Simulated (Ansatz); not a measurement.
# Property card for SbPd

Theory: DFT r2SCAN, scalar-relativistic, plane waves, PAW in Ansatz.

Cutoff 500 eV; k points 12×12×8 on the computed 4-atom cell (Γ-centred); Gaussian smearing, width 0.10 eV; no spin polarisation.

The structure is relaxed at this level of theory with its symmetry kept. Whether it is the stable form of this composition wasn't checked.

The structure is hexagonal, space group P6_3/mmc (No. 194). The conventional cell has a = 4.110 Å, b = 4.110 Å, c = 5.638 Å, α = 90.00°, β = 90.00°, γ = 120.00°. Sb (site symmetry -6m2) is surrounded by 6 Pd at 2.76 Å. Pd (site symmetry -3m) has 6 Sb at 2.76 Å and 2 Pd at 2.82 Å as nearest neighbours.

| Item | Value |
| --- | --- |
| Volume per atom | 139.1 bohr³ |
| Formation energy from the elements' standard states (uncorrected) | -0.430 eV/atom |
| Generalised Kohn–Sham band gap | none (metal) |
| Density of states at the Fermi level | 1.65 states/eV per cell |
| Löwdin character within 0.5 eV of the Fermi level | Sb 5p 56 %, Pd 4d 30 %, Sb 5s 9 %, unprojected 5 % |
| Bulk modulus | 115 GPa |
| Its pressure derivative | 5.1 |
| Bader charges (e) | Sb (2 in the cell) 0.40, Pd (2 in the cell) -0.40 |

Spin-orbit coupling is left out, which matters for the bands of heavy elements.

Cost: 9 runs of about 10 core-minutes in all, on Oxide Virtual Turin-like Processor (Zen 5) (shared hosts).